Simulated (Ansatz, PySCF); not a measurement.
Gas-phase enthalpy of formation at 298 K, by the atomisation route, of O=CC=O (SMILES; C2H2O2). Structures are relaxed separately at B3LYP-D3(BJ)/def2-TZVP in Ansatz (a quantum-chemistry and plane-wave program), one conformer each, not searched for the lowest. Correlated levels leave the core frozen unless marked. Open shells are spin-unrestricted. No spin-orbit coupling. No relativistic terms. CBS(X,Y): correlation extrapolated as X^-3; Hartree-Fock from the larger set. Unstable Hartree-Fock reference: O=CC=O. Thermal terms are rigid-rotor harmonic-oscillator values from B3LYP-D3(BJ) frequencies (PySCF) at 298.15 K and 1 atm. 1 Eh = 627.5095 kcal/mol.

```json
[
 {"species": "O=CC=O", "count": "1", "E, CCSD(T)/CBS(cc-pVTZ,cc-pVQZ) (Ansatz) (Eh)": "-227.59394", "E, PBE/def2-TZVPD (Ansatz) (Eh)": "-227.66833", "measured ΔHf at 0 K (kcal/mol)": "-", "H(298) - H(0) of the element (kcal/mol)": "-"},
 {"species": "C atom", "count": "2", "E, CCSD(T)/CBS(cc-pVTZ,cc-pVQZ) (Ansatz) (Eh)": "-37.78949", "E, PBE/def2-TZVPD (Ansatz) (Eh)": "-37.79605", "measured ΔHf at 0 K (kcal/mol)": "169.98", "H(298) - H(0) of the element (kcal/mol)": "0.25"},
 {"species": "H atom", "count": "2", "E, CCSD(T)/CBS(cc-pVTZ,cc-pVQZ) (Ansatz) (Eh)": "-0.49995", "E, PBE/def2-TZVPD (Ansatz) (Eh)": "-0.49962", "measured ΔHf at 0 K (kcal/mol)": "51.63", "H(298) - H(0) of the element (kcal/mol)": "1.01"},
 {"species": "O atom", "count": "2", "E, CCSD(T)/CBS(cc-pVTZ,cc-pVQZ) (Ansatz) (Eh)": "-75.00383", "E, PBE/def2-TZVPD (Ansatz) (Eh)": "-75.01069", "measured ΔHf at 0 K (kcal/mol)": "58.99", "H(298) - H(0) of the element (kcal/mol)": "1.04"}
]
```

Molecule: zero-point energy 23.13, H(298) - H(0) 3.24 kcal/mol. The route leaves out scalar relativity and anharmonic zero-point terms, the atoms' spin-orbit terms, and in the frozen-core level the core correlation. Atomic data: G2/97 table in ASE.

Task: Work out De, D0 and ΔHf at 0 and 298 K at both levels, and their errors against the measured value.

Result: 
The atoms' values sum to 561.20 (0 K) and 4.60 (thermal), in kcal/mol.
- CCSD(T)/CBS(cc-pVTZ,cc-pVQZ): De = 632.15; D0 = 632.15 - 23.13 = 609.02; ΔHf(0 K) = 561.20 - 609.02 = -47.82; ΔHf(298 K) = -47.82 + 3.24 - 4.60 = -49.18; error +1.6.
- PBE/def2-TZVPD: De = 662.41; D0 = 662.41 - 23.13 = 639.28; ΔHf(0 K) = 561.20 - 639.28 = -78.08; ΔHf(298 K) = -78.08 + 3.24 - 4.60 = -79.44; error -28.6.
Measured: -50.8 kcal/mol (Active Thermochemical Tables 1.112 (ions: stationary electron), as tabulated in the package chemicals).
